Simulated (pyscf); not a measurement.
HO–Si(OH)(F)–F + ammonia (NH₃) → H₂N–Si(OH)(OH)–F + hydrogen fluoride (HF), a four-centre exchange (singlet surface; F–Si, H–N broken, N–Si, F–H formed). Structures and frequencies: ωB97X-D3(BJ)/def2-SVP in PySCF. Energies in kJ/mol from the separated reactants.

AM1 to PM7: differences of heats of formation from MOPAC. 

Question: Quick PM3 single points give ΔE‡ = 239.0 kJ/mol and ΔE = +88.9 kJ/mol. What does ωB97M-D3(BJ)/def2-TZVP give, and how far is the quick result from it?

Answer: ωB97M-D3(BJ)/def2-TZVP gives ΔE‡ = 99.3 kJ/mol and ΔE = +82.6 kJ/mol. PM3 lies 139.7 kJ/mol over it in the barrier and 6.3 kJ/mol over it in the reaction energy, so on this step it does not hold to within 12.6 kJ/mol. ωB97M-D3(BJ)/def2-TZVP has limits of its own. On the reactant side the descent ends in an adduct with a N–Si contact (not fully relaxed), 35.3 kJ/mol under the separated species and 131.7 kJ/mol under the saddle at ωB97X-D3(BJ)/def2-TZVP. On the product side the descent ends in a bound adduct, 52.1 kJ/mol under the separated species and 69.0 kJ/mol under the saddle at ωB97X-D3(BJ)/def2-TZVP. What is counted as formed (N–Si) is already present as a longer contact in the reactant adduct; forming that adduct is a step of its own. This is the saddle that the search found; another between the same sides may lie lower.
